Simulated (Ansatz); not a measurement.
**CH₆BSi+ (SMILES B[CH+][SiH3]): single points off equilibrium**

A test off equilibrium: a structure displaced at random from a GFN2-xTB minimum is computed at several levels, and each is set against CCSD(T).

The runs use Ansatz 0.2.0, Gaussian basis; single points in def2-TZVPP.

Cores are frozen in the correlated methods.

## (1) Starting geometry

SMILES `B[CH+][SiH3]`, 9 atoms, charge 1, spin multiplicity 1.

Atoms are counted from 1 here; the program's logs count them from 0.

Bond lengths: B1–C2 1.303 Å, B1–H4 1.099 Å, B1–H5 1.228 Å, C2–Si3 1.947 Å, C2–H6 1.090 Å, Si3–H7 1.476 Å, Si3–H8 1.479 Å, Si3–H9 1.577 Å. Angles: C2–B1–H4 126.8°, C2–B1–H5 130.0°, H4–B1–H5 103.2°, B1–C2–Si3 125.4°, B1–C2–H6 124.6°, Si3–C2–H6 109.9°, C2–Si3–H7 101.3°, C2–Si3–H8 111.7°, C2–Si3–H9 98.5°, H7–Si3–H8 124.0°, H7–Si3–H9 104.1°, H8–Si3–H9 113.7°.

As a file:

```
B    -0.82080    0.83870   -1.00530
C     0.11080    0.67530   -0.10850
Si    0.54700   -1.00640    0.77020
H    -1.88520    1.03920   -0.81940
H    -0.75650    0.77600   -2.22960
H     0.72480    1.47790    0.29980
H     2.02010   -0.93060    0.82450
H    -0.20140   -2.14030    0.18480
H     0.08880   -0.63010    2.23160
```

## (2) CCSD(T)/def2-TZVPP

Input file run/in.yaml:

```yaml
crystal:
  periodic: [false, false, false]
  atoms:
    - {symbol: B, position_ang: [-0.820800, 0.838700, -1.005300]}
    - {symbol: C, position_ang: [0.110800, 0.675300, -0.108500]}
    - {symbol: Si, position_ang: [0.547000, -1.006400, 0.770200]}
    - {symbol: H, position_ang: [-1.885200, 1.039200, -0.819400]}
    - {symbol: H, position_ang: [-0.756500, 0.776000, -2.229600]}
    - {symbol: H, position_ang: [0.724800, 1.477900, 0.299800]}
    - {symbol: H, position_ang: [2.020100, -0.930600, 0.824500]}
    - {symbol: H, position_ang: [-0.201400, -2.140300, 0.184800]}
    - {symbol: H, position_ang: [0.088800, -0.630100, 2.231600]}
basis:
  gaussian: {orbitals: def2-TZVPP}
total_charge: 1
correlation: {method: ccsd_t}
output: {forces: true}
```

The command line of these runs was not kept.

## (3) PBE0-D4/def2-TZVPP

Changes to run/in.yaml since step 2:

```diff
@@ -15,3 +15,3 @@
 total_charge: 1
-correlation: {method: ccsd_t}
-output: {forces: true}
+hamiltonian: {xc: pbe0, dispersion: d4}
+output: {forces: true, orbitals: {seedname: orbitals}}
```

## (4) wB97M-V/def2-TZVPP

Changes to run/in.yaml since step 3:

```diff
@@ -15,3 +15,3 @@
 total_charge: 1
-hamiltonian: {xc: pbe0, dispersion: d4}
-output: {forces: true, orbitals: {seedname: orbitals}}
+hamiltonian: {xc: {name: wB97M-V}}
+output: {forces: true}
```

## (5) r2SCAN-D4/def2-TZVPP

Changes to run/in.yaml since step 4:

```diff
@@ -15,3 +15,3 @@
 total_charge: 1
-hamiltonian: {xc: {name: wB97M-V}}
+hamiltonian: {xc: r2scan, dispersion: d4}
 output: {forces: true}
```

## (6) PBE-D4/def2-TZVPP

Changes to run/in.yaml since step 5:

```diff
@@ -15,3 +15,3 @@
 total_charge: 1
-hamiltonian: {xc: r2scan, dispersion: d4}
+hamiltonian: {xc: pbe, dispersion: d4}
 output: {forces: true}
```

## (7) revPBE-D4/def2-TZVPP

Changes to run/in.yaml since step 6:

```diff
@@ -15,3 +15,3 @@
 total_charge: 1
-hamiltonian: {xc: pbe, dispersion: d4}
+hamiltonian: {xc: {name: revPBE}, dispersion: d4}
 output: {forces: true}
```

## (8) r2SCAN0-D4/def2-TZVPP

Changes to run/in.yaml since step 7:

```diff
@@ -15,3 +15,3 @@
 total_charge: 1
-hamiltonian: {xc: {name: revPBE}, dispersion: d4}
+hamiltonian: {xc: {name: r2SCAN0}, dispersion: d4}
 output: {forces: true}
```

(Steps that only read results are left out.)

**Question.** What will these runs give? Wanted: energy less free atoms, CCSD(T)/def2-TZVPP; RMS force component; RMS force error; HOMO and LUMO, PBE0-D4; T1 diagnostic.

**Answer**, as computed:

| quantity | value |
| --- | --- |
| energy less free atoms, CCSD(T)/def2-TZVPP | -465.3 kcal/mol |
| RMS force component | 1.931 to 2.152 eV/Å over the methods |
| RMS force error | PBE0-D4 0.188, wB97M-V 0.129, r2SCAN-D4 0.233, PBE-D4 0.329, revPBE-D4 0.266, r2SCAN0-D4 0.146 eV/Å |
| HOMO and LUMO, PBE0-D4 | -14.90 and -9.81 eV |
| T1 diagnostic | 0.026 |

In words: Against CCSD(T) the functionals' energies less atoms differ by -30.3 to -17.2 kcal/mol, PBE-D4 by -30.3 kcal/mol. The reference is not at the basis limit: in triple zeta CCSD(T) underbinds, which counts against methods that bind more; the gaps are no ranking. For forces wB97M-V does best and PBE-D4 worst. The T1 diagnostic is large here, over the usual mark for main-group molecules (transition-metal compounds often pass it harmlessly), so CCSD(T) itself may be off.
